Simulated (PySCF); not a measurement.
# Building multiplets from coupling constants

Atom-mapped SMILES (the numbers label the heavy atoms): `[O:1]=[CH:2][O:3]/[CH:4]=[CH:5]/[F:6]`. Hydrogens are named by the atom that carries them.

All values are calculated (PySCF): KT2/pcSseg-2 with gauge-including orbitals, B3LYP/pcJ-1 coupling constants, geometry from PBE0-D3(BJ)/def2-SVP. A single conformation, no solvent model, non-relativistic.

Scale: TMS for ¹³C (182.28 ppm), ¹H (31.18 ppm); ¹⁹F (136.34 ppm) vs CFCl3 (reference shieldings calculated alike).

Spectrometer: 400 MHz for ¹H. First-order analysis; couplings under 1 Hz (under 4 Hz in carbon signals) are ignored, and nearly equal couplings are merged; the smaller ones broaden or split the lines further.

**Question.** What pattern does C5 show in the proton-coupled ¹³C spectrum?

**Answer.** A doublet of doublets at δ 154.8: 335.4 Hz to F6 (1 × ¹⁹F, 1 bond away), 223.0 Hz to H(C5) (1 × ¹H, 1 bond away). Lines in Hz from the centre (relative intensity): +279.2 (1), +56.2 (1), -56.2 (1), -279.2 (1). The outer lines are 558.4 Hz apart, the sum of the couplings kept, or 5.552 ppm at this field.

**Question.** What pattern does H(C4) show (¹H)?

**Answer.** A doublet of doublets at δ 6.88: 12.0 Hz to F6 (1 × ¹⁹F, 3 bonds away), 11.7 Hz to H(C5) (1 × ¹H, 3 bonds away). Lines in Hz from the centre (relative intensity): +11.8 (1), +0.1 (1), -0.1 (1), -11.8 (1). The outer lines are 23.7 Hz apart, the sum of the couplings kept, or 0.059 ppm at this field.

**Question.** What pattern does H(C5) show (¹H)?

**Answer.** A doublet of doublets at δ 8.99: 88.1 Hz to F6 (1 × ¹⁹F, 2 bonds away), 11.7 Hz to H(C4) (1 × ¹H, 3 bonds away). Lines in Hz from the centre (relative intensity): +49.9 (1), +38.2 (1), -38.2 (1), -49.9 (1). The outer lines are 99.8 Hz apart, the sum of the couplings kept, or 0.249 ppm at this field.

**Question.** What pattern does F6 show (¹⁹F)?

**Answer.** A doublet of doublets of doublets at δ -178.4: 88.1 Hz to H(C5) (1 × ¹H, 2 bonds away), 12.0 Hz to H(C4) (1 × ¹H, 3 bonds away), 4.7 Hz to H(C2) (1 × ¹H, 5 bonds away). Lines in Hz from the centre (relative intensity): +52.4 (1), +47.7 (1), +40.4 (1), +35.7 (1), -35.7 (1), -40.4 (1), -47.7 (1), -52.4 (1). The outer lines are 104.8 Hz apart, the sum of the couplings kept, or 0.278 ppm at this field.

Unscaled 3J(H,H) at this level run about 10 % above measured values.
